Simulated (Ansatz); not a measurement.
All values below come from PBE-D3(BJ)/def2-SVP run with Ansatz (a first-principles code). No frequencies were computed at this level.

Ansatz 0.2 input:
```yaml
crystal:
  periodic: [false, false, false]
  atoms:
    - { symbol: C, position_ang: [1.139719, 0.255742, 0.074305] }
    - { symbol: O, position_ang: [0.009107, 0.31675, -0.75499] }
    - { symbol: C, position_ang: [-1.138761, -0.2224, -0.153778] }
    - { symbol: H, position_ang: [1.962814, 0.695649, -0.484774] }
    - { symbol: H, position_ang: [1.38818, -0.781404, 0.334429] }
    - { symbol: H, position_ang: [0.984935, 0.821665, 1.002121] }
    - { symbol: H, position_ang: [-1.401419, 0.320885, 0.76324] }
    - { symbol: H, position_ang: [-0.998175, -1.282184, 0.095547] }
    - { symbol: H, position_ang: [-1.9464, -0.124705, -0.8761] }
basis:
  gaussian: { orbitals: def2-svp }
hamiltonian:
  xc: pbe
  dispersion: d3bj
relax:
  max_steps: 150
```

Output:

```
Functional definition: PBE
807 factors; their error is unknown
mean field evaluation 1: about -4203.2878 eV, gradient 5.1e1 eV
mean field evaluation 2: about -4195.8521 eV, gradient 7.5e1 eV
mean field evaluation 4: about -4209.7619 eV, gradient 4.6e0 eV
mean field evaluation 8: about -4209.7671 eV, gradient 3.4e-2 eV
mean field -4209.76706284 eV, -154.7060860768 hartree, gradient 7.1e-5 eV, S^2 0.000000; 0 other end points of the search recorded, 0 dependent functions left out
reference -4209.76709003 eV, -154.7060870760 hartree; 13, 13 occupied and 59, 59 virtual orbitals, 807 factors
relax step   1: F+E_penalty+E_count = -4209.87965435 eV  Δ(F+E_penalty+E_count) = +0.000e0 eV  max|allowed force component| = 6.925e-1 eV/Å  Δτ_max = 0.0000 Å  (25 SCF iters, accepted)
these checks for a lower state are left out or cut short: starts, cluster_reference, orbital_swaps, neighbouring_geometries, increment
807 factors; their error is unknown
mean field evaluation 16: about -4209.8462 eV, gradient 3.8e-3 eV
mean field -4209.81282586 eV, -154.7077678369 hartree, gradient 1.5e-5 eV, S^2 0.000000; 0 other end points of the search recorded, 0 dependent functions left out
reference -4209.81285312 eV, -154.7077688385 hartree; 13, 13 occupied and 59, 59 virtual orbitals, 807 factors
relax step   2: F+E_penalty+E_count = -4209.92488150 eV  Δ(F+E_penalty+E_count) = -4.523e-2 eV  max|allowed force component| = 2.737e-1 eV/Å  Δτ_max = 0.0219 Å  (29 SCF iters, accepted)
these checks for a lower state are left out or cut short: starts, cluster_reference, orbital_swaps, neighbouring_geometries, increment
807 factors; their error is unknown
mean field -4209.81770294 eV, -154.7079470663 hartree, gradient 1.4e-5 eV, S^2 0.000000; 0 other end points of the search recorded, 0 dependent functions left out
reference -4209.81773020 eV, -154.7079480679 hartree; 13, 13 occupied and 59, 59 virtual orbitals, 807 factors
relax step   3: F+E_penalty+E_count = -4209.92961422 eV  Δ(F+E_penalty+E_count) = -4.733e-3 eV  max|allowed force component| = 6.393e-2 eV/Å  Δτ_max = 0.0085 Å  (29 SCF iters, accepted)
these checks for a lower state are left out or cut short: starts, cluster_reference, orbital_swaps, neighbouring_geometries, increment
807 factors; their error is unknown
mean field evaluation 32: about -4209.8177 eV, gradient 9.5e-2 eV
mean field -4209.81777687 eV, -154.7079497828 hartree, gradient 3.3e-6 eV, S^2 0.000000; 0 other end points of the search recorded, 0 dependent functions left out
reference -4209.81780412 eV, -154.7079507842 hartree; 13, 13 occupied and 59, 59 virtual orbitals, 807 factors
relax step   4: F+E_penalty+E_count = -4209.92971232 eV  Δ(F+E_penalty+E_count) = -9.810e-5 eV  max|allowed force component| = 3.097e-2 eV/Å  Δτ_max = 0.0009 Å  (23 SCF iters, accepted)
these checks for a lower state are left out or cut short: starts, cluster_reference, orbital_swaps, neighbouring_geometries, increment
807 factors; their error is unknown
mean field -4209.81780512 eV, -154.7079508212 hartree, gradient 9.2e-6 eV, S^2 0.000000; 0 other end points of the search recorded, 0 dependent functions left out
reference -4209.81783237 eV, -154.7079518226 hartree; 13, 13 occupied and 59, 59 virtual orbitals, 807 factors
relax step   5: F+E_penalty+E_count = -4209.92973523 eV  Δ(F+E_penalty+E_count) = -2.292e-5 eV  max|allowed force component| = 5.977e-3 eV/Å  Δτ_max = 0.0011 Å  (23 SCF iters, accepted)
807 factors; their error is unknown
mean field -4209.81780512 eV, -154.7079508212 hartree, gradient 9.2e-6 eV, S^2 0.000000; 1 other end points of the search recorded, 0 dependent functions left out
reference -4209.81783237 eV, -154.7079518226 hartree; 13, 13 occupied and 59, 59 virtual orbitals, 807 factors
Total energy: -4209.92976248 eV, -154.7120651783 hartree
Atom 0 at     1.138049     0.259512     0.064244 Å, force    -0.000013    -0.002493     0.005977 eV/Å
Atom 1 at     0.009269     0.322395    -0.768444 Å, force     0.000060     0.002101    -0.005008 eV/Å
Atom 2 at    -1.136852    -0.217879    -0.163481 Å, force    -0.000131    -0.002518     0.005966 eV/Å
Atom 3 at     1.991990     0.702918    -0.484606 Å, force     0.000138     0.001474    -0.003455 eV/Å
Atom 4 at     1.404147    -0.791738     0.341670 Å, force    -0.000945    -0.002905    -0.001232 eV/Å
Atom 5 at     0.996291     0.829660     1.016996 Å, force    -0.002239     0.002238     0.000910 eV/Å
Atom 6 at    -1.417619     0.323098     0.775357 Å, force     0.000945     0.002906     0.001229 eV/Å
Atom 7 at    -1.009765    -1.298301     0.100030 Å, force     0.002239    -0.002237    -0.000913 eV/Å
Atom 8 at    -1.975510    -0.129668    -0.881766 Å, force    -0.000055     0.001433    -0.003474 eV/Å
Dipole moment:    -0.002618    -0.091076     0.217084 e Å
```

Cost: around 9 core-seconds (rough).
